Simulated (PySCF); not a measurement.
CH, SMILES [CH] (connectivity only; charge and spin as stated), charge +1, multiplicity 1. Coordinates come from a B3LYP-D3(BJ)/def2-TZVPD optimisation.

TDDFT-PBE/def2-TZVPD run with PySCF puts the lowest singlet excitations at 2.84, 2.84, 12.20, 13.00, 13.00, 15.35 eV and the lowest triplet (TDA) at 0.77 eV.

What are the lowest singlet roots from EOM-CCSD/aug-cc-pVDZ (PySCF 2.14.0)? (The exact figures need the calculation; the answer reports its results.)

3.19, 3.19, 7.78, 7.78, 8.94, 13.28 eV; triplets 0.00, 0.00, 1.16 eV. S1 differs by 0.35 eV (second minus first; roots are paired by order, and the bases may differ).
